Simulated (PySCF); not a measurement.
MgF: everyday levels beside a composite calculation

PySCF; the state is a doublet (σ ↑). The composite is CCSD(T) extrapolated to the basis-set limit from two correlation-consistent sets, with core-valence (CV) and scalar-relativistic (SR) terms as its label shows; it has no spin–orbit coupling and nothing beyond (T). Here it is CCSD(T)/CBS(DT)+CV+SR. It gives Re = 1.758 Å, ωe = 708 cm⁻¹ and De = 4.57 eV to Mg + F.

| level | basis | relativity | Re (Å) | ωe (cm⁻¹) | De (eV) |
| --- | --- | --- | --- | --- | --- |
| UHF | aug-pcseg-1 | no relativity | 1.762 | 740 | 3.60 |
| UHF | pcseg-2 | no relativity | 1.748 | 737 | 3.38 |
| UHF-CCSD | x2c-SVPall | spin-free X2C | 1.775 | 725 | 4.12 |
| UHF-CCSD(T) | 3-21G | no relativity | 1.750 | 761 | 3.24 |
| UHF-CCSD(T) | x2c-TZVPPall | spin-free X2C | 1.764 | 703 | 4.29 |
| PBE | pcseg-2 | no relativity | 1.788 | 668 | 4.64 |
| BLYP | x2c-SVPall | spin-free X2C | 1.785 | 698 | 4.65 |
| M06-L | 3-21G | no relativity | 1.763 | 730 | 4.21 |
| PBE0 | 3-21G | no relativity | 1.748 | 749 | 3.99 |
| PBE0 | x2c-TZVPPall | spin-free X2C | 1.763 | 700 | 4.42 |

Problem. Give the difference of each row from the composite.

Solution. 

```tsv
level	basis	ΔRe (pm)	Δωe (%)	ΔDe (eV)
UHF	aug-pcseg-1	+0.4	+4.5	-0.97
UHF	pcseg-2	-1.0	+4.1	-1.19
UHF-CCSD	x2c-SVPall	+1.7	+2.4	-0.45
UHF-CCSD(T)	3-21G	-0.8	+7.5	-1.33
UHF-CCSD(T)	x2c-TZVPPall	+0.6	-0.7	-0.28
PBE	pcseg-2	+3.0	-5.6	+0.07
BLYP	x2c-SVPall	+2.7	-1.4	+0.08
M06-L	3-21G	+0.5	+3.1	-0.36
PBE0	3-21G	-1.0	+5.8	-0.58
PBE0	x2c-TZVPPall	+0.5	-1.1	-0.15
```

Problem. Which rows come closest in De?

Solution. PBE in pcseg-2 (+0.07 eV); BLYP in x2c-SVPall (+0.08 eV), counted from the composite.

Correlated steps freeze 2 core orbitals. Correlated levels converge slowly with the basis: in double zeta they bind strong bonds too weakly, by up to about 1 eV, and carry superposition errors of some tenths. 3-21G is very small, so such numbers show the basis as much as the molecule. The state is the lowest determinant that a PBE0 search found; another state may lie lower at other levels.
